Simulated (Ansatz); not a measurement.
**SiH₂S₂ (SMILES S=[SiH]S): one structure at several levels**

The atoms stand at a frame of a short trajectory. How far do the functionals agree with CCSD(T) there?

Method: single points in def2-TZVPP; program: Ansatz 0.2.0, Gaussian basis.

Cores are frozen in the correlated methods.

### 1 The system as given

SMILES `S=[SiH]S`, 5 atoms, charge 0, spin multiplicity 1.

Atoms are counted from 1 here; the program's logs count them from 0.

Bond lengths: S1–Si2 1.960 Å, Si2–S3 2.227 Å, Si2–H4 1.596 Å, S3–H5 1.325 Å. Angles: S1–Si2–S3 121.8°, S1–Si2–H4 133.3°, S3–Si2–H4 102.7°, Si2–S3–H5 88.5°.

Geometry (Å):

```xyz
5
H2S2Si
S    -1.87617    0.68820    0.81638
Si   -0.58237   -0.37329   -0.20433
S     1.59922    0.07153   -0.15416
H    -0.71289   -1.34208   -1.46547
H     1.34444    1.05562    0.69559
```

### 2 PBE-D4/def2-TZVPP

run/in.yaml

```yaml
crystal:
  periodic: [false, false, false]
  atoms:
    - {symbol: S, position_ang: [-1.876169, 0.688200, 0.816379]}
    - {symbol: Si, position_ang: [-0.582374, -0.373292, -0.204327]}
    - {symbol: S, position_ang: [1.599224, 0.071527, -0.154156]}
    - {symbol: H, position_ang: [-0.712893, -1.342083, -1.465466]}
    - {symbol: H, position_ang: [1.344445, 1.055618, 0.695589]}
basis:
  gaussian: {orbitals: def2-TZVPP}
hamiltonian: {xc: pbe, dispersion: d4}
output: {forces: true}
```

Run with:

```
> ansatz run in.yaml --threads 2 --pin off --events-out ev --progress --plain --max-ram 3481MiB
```

### 3 r2SCAN-D4/def2-TZVPP

run/in.yaml: that of step 2 with these lines changed.

```diff
@@ -10,3 +10,3 @@
   gaussian: {orbitals: def2-TZVPP}
-hamiltonian: {xc: pbe, dispersion: d4}
+hamiltonian: {xc: r2scan, dispersion: d4}
 output: {forces: true}
```

### 4 PBE0-D4/def2-TZVPP

run/in.yaml: that of step 3 with these lines changed.

```diff
@@ -10,3 +10,3 @@
   gaussian: {orbitals: def2-TZVPP}
-hamiltonian: {xc: r2scan, dispersion: d4}
-output: {forces: true}
+hamiltonian: {xc: pbe0, dispersion: d4}
+output: {forces: true, orbitals: {seedname: orbitals}}
```

### 5 wB97M-V/def2-TZVPP

run/in.yaml: that of step 4 with these lines changed.

```diff
@@ -10,3 +10,3 @@
   gaussian: {orbitals: def2-TZVPP}
-hamiltonian: {xc: pbe0, dispersion: d4}
-output: {forces: true, orbitals: {seedname: orbitals}}
+hamiltonian: {xc: {name: wB97M-V}}
+output: {forces: true}
```

### 6 CCSD(T)/def2-TZVPP

run/in.yaml: that of step 5 with these lines changed.

```diff
@@ -10,3 +10,3 @@
   gaussian: {orbitals: def2-TZVPP}
-hamiltonian: {xc: {name: wB97M-V}}
+correlation: {method: ccsd_t}
 output: {forces: true}
```

(Steps that only read results are left out.)

**Question.** What will these runs give? Wanted: energy less free atoms, CCSD(T)/def2-TZVPP; RMS force component; RMS force error; HOMO and LUMO, PBE0-D4; T1 diagnostic.

As calculated:

| quantity | value |
| --- | --- |
| energy less free atoms, CCSD(T)/def2-TZVPP | -1400.4 kJ/mol |
| RMS force component | 0.756 to 0.857 eV/Å over the methods |
| RMS force error | PBE-D4 0.186, r2SCAN-D4 0.090, PBE0-D4 0.125, wB97M-V 0.155 eV/Å |
| HOMO and LUMO, PBE0-D4 | -7.42 and -2.60 eV |
| T1 diagnostic | 0.017 |

What this shows: Against CCSD(T) the functionals' energies less atoms differ by -94.1 to -55.4 kJ/mol, PBE-D4 by -94.1 kJ/mol. CCSD(T) in triple zeta still lacks some correlation energy of the bonds, so part of these gaps is its own basis error and they don't rank the functionals. The forces of r2SCAN-D4 come nearest to CCSD(T), those of PBE-D4 are farthest. Frozen-core CCSD(T) forces in triple zeta carry basis errors of their own, and this is one geometry, so small gaps rank nothing.
